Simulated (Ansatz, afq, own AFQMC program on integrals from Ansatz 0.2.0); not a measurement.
# CH₄Ge, triplet: AFQMC among the cluster methods

```yaml
atoms:
  - { symbol: Ge, position_ang: [0.0000, -0.0285, 0.3488] }
  - { symbol: C, position_ang: [0.0000, 0.0248, -1.6402] }
  - { symbol: H, position_ang: [0.0000, 1.5666, 0.4808] }
  - { symbol: H, position_ang: [0.0000, -0.9687, -2.0883] }
  - { symbol: H, position_ang: [0.8762, 0.5814, -1.9908] }
  - { symbol: H, position_ang: [-0.8762, 0.5814, -1.9908] }
```

Connectivity, by distances: GeH–CH3.

Basis cc-pVTZ. Noble-gas cores (and the filled d shells of Ga–Kr and In–Xe) are frozen. AFQMC by an in-house program on the Cholesky factors that Ansatz 0.2.0 writes for its CCSD(T) run. The CISD trial takes its coefficients from CCSD amplitudes. Released means that phaseless walkers are propagated on without the constraint, phases kept. Error bars are statistical, one sigma. No spin–orbit coupling.

Determinant: UHF, the one that the program's search chose, which needn't be the lowest solution. The geometry is a PBE0/def2-TZVP stationary point of this or a neighbouring charge and spin state.

No full CI on the walks' own integrals is used here. The released AFQMC energy serves as the reference, which it does only where one determinant dominates, the energy is flat over the last release times and near the phaseless one (40 meV or 2 meV an electron, half that with transition metals). On small molecules, where full CI could be run and the noise was under 10 meV, such values lay within 10 meV of it in 19 cases of 20, a flattering rate, since the rule was set on those same cases; what remains of the bias isn't in the error bar.

Cautions: no relativity below Rb; no spin-orbit coupling; inner d shell frozen; another spin lies lower (by 1.43 eV); the released value is read at 2.40 1/Eh (meV from the phaseless value at times in 1/Eh: -6 ± 6 at 0.24, -3 ± 3 at 0.51, -13 ± 3 at 0.99, -17 ± 5 at 1.62, -5 ± 9 at 2.40).

The T1 diagnostic is 0.0151 and the weight of the determinant in the CISD state is 0.876. The ⟨S²⟩ of the determinant is 2.006 and the size of the correlated space is 12 electrons in 114 orbitals.

| level | correlation energy (eV) |
| --- | --- |
| MP2 | -7.1669 |
| CCSD | -7.9917 |
| CCSD(T) | -8.2885 |

Task: Estimate where AFQMC with the constraint released lies against CCSD(T) on the same integrals.

Result: 0.76 ± 0.21 kcal/mol below CCSD(T).

Reference: AFQMC with the constraint released, correlation energy -8.322 ± 0.009 eV.

| level | E − E(reference) (kcal/mol) | share of correlation (%) |
| --- | --- | --- |
| CCSD(T) | 0.76 ± 0.21 | 99.60 |
| ph-AFQMC/CISD | 0.12 ± 0.25 | 99.94 |

A walk keeps the symmetry of its determinant, which the program's search chose and which needn't be the lowest solution, so a lower state of the same spin and another symmetry isn't excluded. Released energies are given only where the last usable release times agree within the noise; a slower fall can still hide under it.
